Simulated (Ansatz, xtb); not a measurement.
H6NSi2−: which of two isomers lies lower

Structure X: `[SiH3][N-][SiH3]`, a singlet. Structure Y: `[SiH2-]N[SiH3]`, a singlet. Both are isolated ions in the gas phase, relaxed with PBE0-D3(BJ)/def2-SVPD; the shapes shown needn't be the lowest conformers.

X (Å):

```yaml
atoms:
  - { symbol: N, position_ang: [1.4352, 0.8860, 0.1497] }
  - { symbol: Si, position_ang: [0.5206, -0.4816, 0.3995] }
  - { symbol: Si, position_ang: [3.0397, 1.2711, -0.0660] }
  - { symbol: H, position_ang: [0.8071, -1.2973, 1.6586] }
  - { symbol: H, position_ang: [0.5557, -1.5571, -0.6845] }
  - { symbol: H, position_ang: [-0.9640, -0.1876, 0.5262] }
  - { symbol: H, position_ang: [3.7508, 0.6646, -1.2741] }
  - { symbol: H, position_ang: [3.2720, 2.7596, -0.2579] }
  - { symbol: H, position_ang: [4.0027, 0.9274, 1.0687] }
```

Y (Å):

```yaml
atoms:
  - { symbol: N, position_ang: [1.4250, 0.3523, -0.1548] }
  - { symbol: Si, position_ang: [0.8762, -0.8094, 1.1812] }
  - { symbol: Si, position_ang: [2.9665, 1.0769, -0.0549] }
  - { symbol: H, position_ang: [-0.5456, -0.2395, 1.4303] }
  - { symbol: H, position_ang: [0.3492, -1.9688, 0.2944] }
  - { symbol: H, position_ang: [0.8420, 0.5736, -0.9540] }
  - { symbol: H, position_ang: [3.1792, 1.9769, -1.2552] }
  - { symbol: H, position_ang: [4.1345, 0.1245, -0.0573] }
  - { symbol: H, position_ang: [3.1946, 1.9542, 1.1490] }
```

Which of the two would you expect CCSD(T)/def2-SVPD + ΔMP2/def2-TZVPPD electronic energies to favour?

Structure X; the calculation gives E(Y) − E(X) = +0.760 eV.

How the difference moves with the method:

| level | geometry | E(Y) − E(X) (eV) | departure from the last row (eV) | job, with rough time for the two |
| --- | --- | --- | --- | --- |
| PBE0-D3(BJ)/def2-SVPD | PBE0-D3(BJ)/def2-SVPD | +0.581 | −0.179 | optimisation, 91 s |
| HF/def2-SVPD | PBE0-D3(BJ)/def2-SVPD | +0.756 | −0.003 | part of the CCSD(T) run |
| MP2/def2-SVPD | PBE0-D3(BJ)/def2-SVPD | +0.768 | +0.009 | part of the CCSD(T) run |
| CCSD(T)/def2-SVPD | PBE0-D3(BJ)/def2-SVPD | +0.632 | −0.128 | single point |
| CCSD(T)/def2-SVPD + ΔMP2/def2-TZVPPD | PBE0-D3(BJ)/def2-SVPD | +0.760 |  | single point, 30 s |

As drawn, Y has 1 N–H in place of 1 Si–H.

None of the levels shown reverses the order. The largest departure from CCSD(T)/def2-SVPD + ΔMP2/def2-TZVPPD is that of PBE0-D3(BJ)/def2-SVPD, 0.179 eV. Levels run at GFN2-xTB geometries aren't shown. The last row adds to CCSD(T) the change of the MP2 difference between the two basis sets, here +0.128 eV.

With harmonic frequencies from PBE0-D3(BJ)/def2-SVPD (ideal gas, rigid rotor, one conformer each, 298.15 K, 1 atm): the zero-point term adds +0.051 eV; ΔH is +0.815 and ΔG +0.804 eV.

The correlated steps freeze 11 core orbitals. Codes used: Ansatz 0.2.0; the last row on 2 threads of Intel(R) Xeon(R) Platinum 8259CL CPU @ 2.50GHz (Skylake/Cascade Lake) on a shared host.
